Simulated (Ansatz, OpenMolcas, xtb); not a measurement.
## Ligand exchange: NaF + NH3 → NaNH2 + HF

Species: NaF, singlet; NH3 (ammonia) `N`, singlet; NaNH2 `[NH2][Na]`, singlet; HF (hydrogen fluoride), singlet. The partners trade F for NH2: Na–F and H–NH2 bonds give way to Na–NH2 and H–F.

Shapes, held fixed at every level: PBE0-D4/def2-TZVP. Programs: Ansatz 0.2.0, OpenMolcas 26.06, xtb 6.7.1. A level may come from different programs for different species; with the same settings they agree closely. The zero-point and thermal change to 298 K, harmonic and unscaled (PBE0-D4/def2-TZVP), is -8.7 kJ/mol.

```csv
level,kind,ΔH(298 K) (kJ/mol),less CCSD(T)/def2-TZVPP
GFN1-xTB,semi-empirical,+279.1,+143.5
HF/def2-TZVPP,Hartree–Fock,+152.5,+16.9
SPW92/def2-TZVPP,LDA,+133.7,-1.9
B3LYP/6-31G* (spherical functions),global hybrid,+165.9,+30.3
r2SCAN0-D4/def2-TZVPP,global hybrid,+145.0,+9.4
wB97M-V/def2-TZVPP,range-separated hybrid,+141.4,+5.8
wB97X-V/def2-TZVPP,range-separated hybrid,+147.5,+11.9
MP2/def2-SVP,perturbation theory,+150.1,+14.5
CCSD(T)/def2-TZVPP,coupled cluster or CI,+135.6,0.0
```

The highest level, CCSD(T)/def2-TZVPP, gives ΔH(298 K) = +135.6 kJ/mol; the levels span +133.7 to +279.1. GFN1-xTB strays far from the other rows. The column of differences is taken from that level and isn't an error. No measured value is set beside it here. Outer-core shells of Na are correlated, in sets that cover them unevenly.
